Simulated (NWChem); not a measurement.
System: methanol (CH₄O); SMILES CO

Here is an NWChem input.

```
start job
memory heap 200 mb stack 900 mb global 1100 mb
geometry units angstroms noautosym nocenter noautoz
  C     -0.008646    -0.653372     0.000000
  O     -0.088605     0.753386     0.000000
  H      0.498838    -1.043144    -0.891172
  H     -1.031349    -1.031536     0.000000
  H      0.498838    -1.043144     0.891172
  H      0.802500     1.108225     0.000000
end
basis spherical
  * library def2-svp
end
dft
  xc m06-2x
  iterations 150
end
cosmo
  do_cosmo_smd true
  solvent dmf
end
task dft energy
```

Parts of the log:

```
             Northwest Computational Chemistry Package (NWChem) 7.3.0
             --------------------------------------------------------

                             Geometry "geometry" -> ""
                             -------------------------

 Output coordinates in angstroms (scale by  1.889725989 to convert to a.u.)

  No.       Tag          Charge          X              Y              Z
 ---- ---------------- ---------- -------------- -------------- --------------
    1 C                    6.0000    -0.00864600    -0.65337200     0.00000000
    2 O                    8.0000    -0.08860500     0.75338600     0.00000000
    3 H                    1.0000     0.49883800    -1.04314400    -0.89117200
    4 H                    1.0000    -1.03134900    -1.03153600     0.00000000
    5 H                    1.0000     0.49883800    -1.04314400     0.89117200
    6 H                    1.0000     0.80250000     1.10822500     0.00000000

 Effective nuclear repulsion energy (a.u.)      40.4597096426

                                 NWChem DFT Module
                                 -----------------

 Summary of "ao basis" -> "ao basis" (spherical)
 ------------------------------------------------------------------------------
       Tag                 Description            Shells   Functions and Types
 ---------------- ------------------------------  ------  ---------------------
 C                          def2-svp                 6       14   3s2p1d
 O                          def2-svp                 6       14   3s2p1d
 H                          def2-svp                 3        5   2s1p

 in cosmo_initialize ...
 calling solv_data for solv:dmf

 solvent parameters
 solvname_short: dmf
 solvname_long:  N,N-dimethylformamide
 dielec:       37.2190
 dielecinf:     2.0463
 nonaqueous SMD model solvent descriptors
 dielec:       37.2190
 sola:          0.0000
 solb:          0.7400
 solc:          0.0000
 solg:         49.5600
 solh:          0.0000
 soln:          1.4305

          ---------------
          -cosmo- solvent
          ---------------
 Cosmo: York-Karplus, doi: 10.1021/jp992097l
 dielectric constant -eps-     =  37.22
 screen = (eps-1)/(eps    )    =   0.97313
 surface charge correction     = lagrangian

   van der Waals surface
 --------------------------

 ---------- ATOMIC COORDINATES (A.U.) ------------ VDWR(ANG.) --
     1   -0.01633857   -1.23469405    0.00000000     1.850
     2   -0.16743917    1.42369310    0.00000000     2.294
     3    0.94266713   -1.97125633   -1.68407089     1.200
     4   -1.94896701   -1.94932039    0.00000000     1.200
     5    0.94266713   -1.97125633    1.68407089     1.200
     6    1.51650511    2.09424158    0.00000000     1.200
 number of segments per atom =        128
 number of   points per atom =        128
 atom (   nspa,  nppa )
 ----------------------
    1 (     46,     0 )       0
    2 (    102,     0 )       0
    3 (     52,     0 )       0
    4 (     50,     0 )       0
    5 (     52,     0 )       0
    6 (      0,     0 )       0
 number of -cosmo- surface points =      302
 molecular surface =     80.851 angstrom**2
 molecular volume  =     62.181 angstrom**3
 -lineq- algorithm             =   0
 -bem- low  level              =   3
 -bem- from -octahedral-
 gaussian surface charge width =   4.50000
 degree of switching           =   1.00000
 switching function tolerance  =   0.00010
 atomic radii =
 --------------
    1  6.000  1.850
    2  8.000  2.294
    3  1.000  1.200
    4  1.000  1.200
    5  1.000  1.200
    6  1.000  1.200
 ...... end of -cosmo- initialization ......

 nat:                     6
 ixmem:                  2111
 calling mnsol_interface()
 G(SMD-CDS) energy (kcal/mol)  =    -0.077
 SMD-CDS SASA (angstrom**2)    =    84.353

            General Information
            -------------------
          SCF calculation type: DFT
          Wavefunction type:  closed shell.
          No. of atoms     :     6
          No. of electrons :    18
           Alpha electrons :     9
            Beta electrons :     9
          Charge           :     0
          Spin multiplicity:     1
          Use of symmetry is: off; symmetry adaption is: off
          Maximum number of iterations: 150
          AO basis - number of functions:    48
                     number of shells:    24
          Convergence on energy requested:  1.00D-06
          Convergence on density requested:  1.00D-05
          Convergence on gradient requested:  5.00D-04

              XC Information
              --------------
                       M06-2X Method XC Functional
                     Hartree-Fock (Exact) Exchange  0.540
                        M06-2X Exchange Functional  1.000
                      M06-2X Correlation Potential  1.000

             Grid Information
             ----------------
          Grid used for XC integration:  medium
          Radial quadrature: Mura-Knowles
          Angular quadrature: Lebedev.
          Tag              B.-S. Rad. Rad. Pts. Rad. Cut. Ang. Pts.
          ---              ---------- --------- --------- ---------
          C                   0.70       49           7.0       434
          O                   0.60       49           7.0       434
          H                   0.35       45           9.0       434
          Grid pruning is: on
          Number of quadrature shells:   278
          Spatial weights used:  Erf1

      Superposition of Atomic Density Guess
      -------------------------------------

 Sum of atomic energies:        -114.31308043

      Non-variational initial energy
      ------------------------------

 Total energy =    -115.221190
 1-e energy   =    -234.950721
 2-e energy   =      79.269821
 HOMO         =      -0.375444
 LUMO         =       0.098488

   convergence    iter        energy       DeltaE   RMS-Dens  Diis-err
 ---------------- ----- ----------------- --------- --------- ---------
     COSMO gas phase
 d= 0,ls=0.0,diis     1   -115.5358915414 -1.56D+02  1.16D-02  2.97D-01
 d= 0,ls=0.0,diis     2   -115.5491808957 -1.33D-02  5.23D-03  2.43D-01
 d= 0,ls=0.0,diis     3   -115.5705963084 -2.14D-02  7.23D-04  5.08D-03
 d= 0,ls=0.0,diis     4   -115.5710666052 -4.70D-04  1.62D-04  1.14D-04
 d= 0,ls=0.0,diis     5   -115.5710786082 -1.20D-05  4.75D-05  1.03D-05
  Resetting Diis
 d= 0,ls=0.0,diis     6   -115.5710798186 -1.21D-06  1.17D-05  4.82D-07
 d= 0,ls=0.0,diis     7   -115.5710798878 -6.92D-08  2.12D-06  6.30D-09

   convergence    iter        energy       DeltaE   RMS-Dens  Diis-err
 ---------------- ----- ----------------- --------- --------- ---------
     COSMO solvation phase
 d= 0,ls=0.0,diis     1   -115.5754754169 -4.40D-03  1.23D-03  1.36D-03
 d= 0,ls=0.0,diis     2   -115.5757538629 -2.78D-04  2.68D-04  4.00D-04
 d= 0,ls=0.0,diis     3   -115.5757845138 -3.07D-05  1.36D-04  8.14D-05
 d= 0,ls=0.0,diis     4   -115.5757930035 -8.49D-06  3.21D-05  3.31D-06
 d= 0,ls=0.0,diis     5   -115.5757933857 -3.82D-07  1.08D-05  1.92D-07
 d= 0,ls=0.0,diis     6   -115.5757934157 -3.00D-08  3.21D-06  2.24D-08

         Total DFT energy =     -115.575793415697
      One electron energy =     -237.163712384481
           Coulomb energy =       96.627637182494
    Exchange-Corr. energy =      -15.455955281647
 Nuclear repulsion energy =       40.459709642561

             COSMO energy =       -0.043472574625

 Numeric. integr. density =       17.999999372404

                                COSMO-SMD solvation results
                                ---------------------------

             internal energy in gas <Psi(g)|H|Psi(g)> =      -115.571079887777
         internal energy in solvent <Psi(s)|H|Psi(s)> =      -115.570726818175
                               delta internal energy  =         0.000353069602 (    0.22 kcal/mol)
   total free energy in solvent <Psi(s)|H+V/2|Psi(s)> =      -115.575670503834
 polarization energy contribution <Psi(s)|V/2|Psi(s)> =        -0.004943685659 (   -3.10 kcal/mol)
    total free energy in solvent including G(SMD-CDS) =      -115.575793415697
                       G(SMD-CDS) energy contribution =        -0.000122911864 (   -0.08 kcal/mol)
     1 M fixed-concentration free energy of solvation =        -0.004713527921 (   -2.96 kcal/mol)

                       DFT Final Molecular Orbital Analysis
                       ------------------------------------

 Vector    7  Occ=2.000000D+00  E=-4.870315D-01
              MO Center= -2.8D-01, -9.6D-02,  8.3D-10, r^2= 1.5D+00
   Bfn.  Coefficient  Atom+Function         Bfn.  Coefficient  Atom+Function
  ----- ------------  ---------------      ----- ------------  ---------------
    19      0.368281  2 O  py                34      0.285349  4 H  s
     5     -0.280834  1 C  py                 4     -0.277387  1 C  px
    22      0.222485  2 O  py                18     -0.148445  2 O  px
     7     -0.142448  1 C  px                21     -0.114722  2 O  px
    17      0.111268  2 O  s                  8     -0.100675  1 C  py

 Vector    8  Occ=2.000000D+00  E=-3.932757D-01
              MO Center= -1.7D-01,  2.2D-02, -1.2D-09, r^2= 1.7D+00
   Bfn.  Coefficient  Atom+Function         Bfn.  Coefficient  Atom+Function
  ----- ------------  ---------------      ----- ------------  ---------------
    18      0.386279  2 O  px                 4     -0.302007  1 C  px
    34      0.272503  4 H  s                 21      0.255571  2 O  px
    17     -0.233987  2 O  s                 44      0.205566  6 H  s
    19     -0.183328  2 O  py                29     -0.163747  3 H  s
    39     -0.163747  5 H  s                 22     -0.153622  2 O  py

 Vector    9  Occ=2.000000D+00  E=-3.375101D-01
              MO Center=  4.8D-02,  2.5D-01,  1.1D-09, r^2= 1.5D+00
   Bfn.  Coefficient  Atom+Function         Bfn.  Coefficient  Atom+Function
  ----- ------------  ---------------      ----- ------------  ---------------
    20      0.558545  2 O  pz                23      0.445788  2 O  pz
    29      0.226041  3 H  s                 39     -0.226041  5 H  s
     6     -0.220571  1 C  pz                30      0.132986  3 H  s
    40     -0.132986  5 H  s                  9     -0.052221  1 C  pz
    11      0.030207  1 C  d -1              48      0.026416  6 H  pz

 Vector   10  Occ=0.000000D+00  E= 1.067657D-01
              MO Center=  7.6D-01,  3.0D-01, -6.6D-09, r^2= 4.2D+00
   Bfn.  Coefficient  Atom+Function         Bfn.  Coefficient  Atom+Function
  ----- ------------  ---------------      ----- ------------  ---------------
     3      1.525404  1 C  s                 45     -1.045121  6 H  s
    30     -0.801483  3 H  s                 40     -0.801483  5 H  s
    17      0.710841  2 O  s                 35     -0.557339  4 H  s
     8     -0.495279  1 C  py                21      0.289722  2 O  px
     5     -0.170857  1 C  py                18      0.166619  2 O  px

 Vector   11  Occ=0.000000D+00  E= 1.504942D-01
              MO Center= -1.0D-02, -5.7D-01, -1.7D-08, r^2= 5.4D+00
   Bfn.  Coefficient  Atom+Function         Bfn.  Coefficient  Atom+Function
  ----- ------------  ---------------      ----- ------------  ---------------
     3      2.294213  1 C  s                 35     -1.372199  4 H  s
    30     -0.940019  3 H  s                 40     -0.940019  5 H  s
    45      0.836288  6 H  s                 17     -0.716990  2 O  s
    21     -0.227725  2 O  px                 8     -0.219232  1 C  py
     7     -0.214765  1 C  px                 2      0.208583  1 C  s

 Vector   12  Occ=0.000000D+00  E= 1.891675D-01
              MO Center= -4.6D-01, -1.1D+00, -1.4D-07, r^2= 3.8D+00
   Bfn.  Coefficient  Atom+Function         Bfn.  Coefficient  Atom+Function
  ----- ------------  ---------------      ----- ------------  ---------------
    35      1.832235  4 H  s                  7      1.247050  1 C  px
    30     -1.043234  3 H  s                 40     -1.043234  5 H  s
     3      0.398374  1 C  s                  4      0.351072  1 C  px
    17     -0.285596  2 O  s                  8      0.282445  1 C  py
    21     -0.177951  2 O  px                22      0.150372  2 O  py

     Multipole analysis of the density
     ---------------------------------

     L   x y z        total         alpha         beta         nuclear
     -   - - -        -----         -----         ----         -------
     0   0 0 0     -0.000000     -9.000000     -9.000000     18.000000

     1   1 0 0      0.662280      0.323476      0.323476      0.015328
     1   0 1 0     -0.379599     -0.281694     -0.281694      0.183789
     1   0 0 1     -0.000000     -0.000000     -0.000000      0.000000

     2   2 0 0     -8.732981     -8.417186     -8.417186      8.101391
     2   1 1 0      1.646826      0.087115      0.087115      1.472595
     2   1 0 1      0.000000      0.000000      0.000000      0.000000
     2   0 2 0     -9.442717    -25.381075    -25.381075     41.319434
     2   0 1 1     -0.000000     -0.000000     -0.000000      0.000000
     2   0 0 2     -9.966248     -7.819219     -7.819219      5.672190
```

Level: M06-2X/def2-SVP, SMD on the gas-phase geometry. Geometry: optimised at PBE0-D3(BJ)/def2-TZVP. Solvent: N,N-dimethylformamide.
